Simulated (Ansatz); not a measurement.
One change: `COC(C)(O)F` becomes `CC(O)(O)F`.

Ansatz, PBE0-D4/def2-TZVP geometries, multiplicity 1. Each molecule was computed in one conformer, which needn't be the lowest.

| property | `COC(C)(O)F` |
| --- | --- |
| LUMO energy (PBE/def2-TZVPP) / eV | 0.28 |
| HOMO–LUMO gap (ωB97M-V/def2-TZVPP) / eV | 13.15 |
| HOMO energy (PBE/def2-TZVPP) / eV | -6.52 |
| HOMO–LUMO gap (PBE0/def2-TZVPP) / eV | 9.31 |
| size of the dipole moment (PBE/def2-TZVPP) / D | 1.96 |
| HOMO energy (B3LYP/def2-TZVPP) / eV | -7.97 |

Q: What does the change do to each property? (Best estimate.)

A: Ansatz gave: 
| property | `CC(O)(O)F` | shift |
| --- | --- | --- |
| LUMO energy (PBE/def2-TZVPP) / eV | 0.01 | -0.27 |
| HOMO–LUMO gap (ωB97M-V/def2-TZVPP) / eV | 13.91 | 0.76 |
| HOMO energy (PBE/def2-TZVPP) / eV | -7.35 | -0.83 |
| HOMO–LUMO gap (PBE0/def2-TZVPP) / eV | 10.03 | 0.72 |
| size of the dipole moment (PBE/def2-TZVPP) / D | 1.35 | -0.61 |
| HOMO energy (B3LYP/def2-TZVPP) / eV | -8.90 | -0.93 |

With PBE0 the HOMO falls by 0.95 eV and the LUMO falls by 0.23 eV, so the gap widens by about 0.72 eV. PBE moves the HOMO by -0.83 eV and ωB97M-V by -0.99 eV. Dipoles are sizes alone; their direction can turn.

B3LYP here is the variant with VWN-RPA as its local correlation; programs differ in this.
